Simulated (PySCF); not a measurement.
Stepwise substitution at one centre (Si OH-H). Isolated molecules, 0 K electronic values unless said otherwise. One relaxed conformer stands for each flexible species; it need not be the lowest. Strings in code marks are SMILES.

The numbers are results of ωB97X-D3(BJ)/def2-TZVP // PBE0-D3(BJ)/def2-TZVP run with PySCF, not measurements. Delta-SCF ions had no search for a lower state. Excitations are Tamm–Dancoff values on a coarser integration grid. The basis has no diffuse functions, so Rydberg states are missing or too high.

```tsv
species	T1 excitation (TDA) (eV)	vertical ionisation energy (Delta-SCF) (eV)	S1 oscillator strength
0 of 4 OH replaced by H (`O[Si](O)(O)O`)	8.21	11.89	0.012
1 of 4 OH replaced by H (`O[SiH](O)O`)	8.29	?	0.011
2 of 4 OH replaced by H (`O[SiH2]O` (H–O–Si–O torsion 66°, O–Si–O–H torsion 66°))	7.92	11.72	0.004
3 of 4 OH replaced by H (`O[SiH3]`)	7.09	?	?
4 of 4 OH replaced by H (`[SiH4]`)	–	12.85	–
```

Question: What belongs in the gaps?

Answer: 
- 1 of 4 OH replaced by H (`O[SiH](O)O`), vertical ionisation energy (Delta-SCF) (eV): 11.61
- 3 of 4 OH replaced by H (`O[SiH3]`), vertical ionisation energy (Delta-SCF) (eV): 11.58
- 3 of 4 OH replaced by H (`O[SiH3]`), S1 oscillator strength: 0.003
